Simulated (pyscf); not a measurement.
methane (CH₄) + Cl–ZnH -> H₃C–Zn–Cl + hydrogen (H₂), a four-centre exchange (singlet surface; C–H, H–Zn broken, C–Zn, H–H formed). Single points on ωB97X-D3(BJ)/def2-SVP structures (PySCF, gas phase). Energies in kJ/mol from the separated reactants.

AM1 to PM7: differences of heats of formation from MOPAC, which are fitted to 298 K values and so differ in kind from electronic energies by zero-point and thermal terms. 

In single points PM7 puts the saddle at 207.3 kJ/mol and the reaction energy at +22.0 kJ/mol. Should these be trusted to within a few kcal/mol? Compare with ωB97M-D3(BJ)/def2-TZVP.

ωB97M-D3(BJ)/def2-TZVP gives ΔE‡ = 239.5 kJ/mol and ΔE = +41.1 kJ/mol. PM7 lies 32.2 kJ/mol under it in the barrier and 19.1 kJ/mol under it in the reaction energy, so on this step it does not hold to within 12.6 kJ/mol. ωB97M-D3(BJ)/def2-TZVP has limits of its own. At the saddle there is also a short H–Zn contact that neither side keeps. The same reactants have a lower exit, to H₃C–ZnH + HCl (barrier +204.3 kJ/mol at ωB97M-D3(BJ)/def2-TZVP, against +239.5 kJ/mol here). One saddle was located; it need not be the lowest between these sides. In the def2 sets elements up to Kr have no core potential.
